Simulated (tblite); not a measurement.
C4H8S2.
Bonds: C1–C2 (double), C2–S3, S3–C4, C4–S5, S5–C6. Hydrogens: H7, H8 on C1; H9 on C2; H10, H11 on C4; H12, H13, H14 on C6.

Computed with GFN2-xTB (tblite), gas phase: L-BFGS steps from a force-field or distance-geometry start until the largest atomic force falls under 0.01 eV/Å.

Step 9: E = -519.2663 eV
```
atom  x, y, z in Å  |  force x, y, z in eV/Å
C1     -2.6787   -1.4373   -0.4265    0.010   0.003  -0.007
C2     -1.8115   -0.5056   -0.0692   -0.004  -0.013  -0.034
S3     -0.5275    0.0447   -1.1396    0.008  -0.029  -0.026
C4      0.2338    1.3514   -0.1253    0.037   0.010   0.046
S5      1.1952    0.7633    1.3016   -0.015  -0.013  -0.060
C6      2.5819    0.0005    0.4175   -0.005   0.007   0.006
H7     -2.6295   -1.9009   -1.3975   -0.017   0.005   0.023
H8     -3.4640   -1.7666    0.2321    0.053   0.038   0.018
H9     -1.8125   -0.0187    0.8937    0.008  -0.011  -0.003
H10    -0.5412    2.0041    0.2681   -0.025  -0.003  -0.014
H11     0.8947    1.9028   -0.7921   -0.016  -0.005   0.017
H12     3.0462    0.7380   -0.2328   -0.013  -0.009   0.027
H13     3.2851   -0.3249    1.1765    0.012  -0.025  -0.013
H14     2.2273   -0.8511   -0.1585   -0.032   0.044   0.018
```

Step 10: E = -519.2667 eV
```
atom  x, y, z in Å  |  force x, y, z in eV/Å
C1     -2.6779   -1.4378   -0.4265    0.006   0.014  -0.004
C2     -1.8118   -0.5052   -0.0704    0.034   0.005  -0.027
S3     -0.5272    0.0437   -1.1415    0.004  -0.016  -0.002
C4      0.2341    1.3502   -0.1246    0.017   0.013   0.024
S5      1.1941    0.7639    1.3013    0.000  -0.022  -0.034
C6      2.5810    0.0015    0.4183    0.001   0.000   0.006
H7     -2.6309   -1.9011   -1.3968   -0.011  -0.006  -0.003
H8     -3.4622   -1.7654    0.2324    0.024   0.023   0.041
H9     -1.8104   -0.0183    0.8931    0.002  -0.018  -0.017
H10    -0.5405    2.0034    0.2688   -0.035  -0.006  -0.017
H11     0.8937    1.9022   -0.7912   -0.002   0.002   0.006
H12     3.0463    0.7372   -0.2322   -0.009   0.013   0.018
H13     3.2850   -0.3259    1.1752    0.012  -0.023   0.004
H14     2.2260   -0.8489   -0.1579   -0.042   0.023   0.005
```

Q: Estimate the geometry and energy of step 11. (The exact step hangs on the optimiser's Hessian estimate; all steps are aligned on step 10, rigid shifts and turns removed.)

A: E = -519.2671 eV, largest force 0.054 eV/Å
```
atom  x, y, z in Å  |  force x, y, z in eV/Å
C1     -2.6773   -1.4378   -0.4266    0.001   0.016  -0.003
C2     -1.8115   -0.5049   -0.0717    0.048   0.012  -0.016
S3     -0.5268    0.0428   -1.1430    0.011   0.001   0.011
C4      0.2345    1.3497   -0.1237   -0.008   0.010  -0.005
S5      1.1932    0.7639    1.3005    0.006  -0.023   0.005
C6      2.5804    0.0021    0.4190    0.007  -0.007   0.003
H7     -2.6321   -1.9014   -1.3963   -0.009  -0.013  -0.017
H8     -3.4604   -1.7640    0.2334    0.007   0.013   0.052
H9     -1.8089   -0.0185    0.8923    0.001  -0.020  -0.024
H10    -0.5407    2.0027    0.2689   -0.035  -0.011  -0.018
H11     0.8931    1.9019   -0.7905    0.009   0.010  -0.003
H12     3.0463    0.7369   -0.2314   -0.003   0.028   0.009
H13     3.2852   -0.3270    1.1744    0.007  -0.021   0.012
H14     2.2242   -0.8470   -0.1574   -0.044   0.004  -0.007
```

The energy changes by -0.0003 eV. The first-order estimate −F·Δx gives -0.0004 eV and the mean of the old and new forces, exact on a quadratic surface, -0.0003 eV. The step makes an angle of 48° with the force vector and moves no atom by more than 0.003 Å.

What follows is the cost of the whole relaxation. The run took 0.96 s wall on an Intel Xeon at 2.50 GHz with one thread, no GPU, shared host with 64 logical CPUs at a one-minute load of 55.
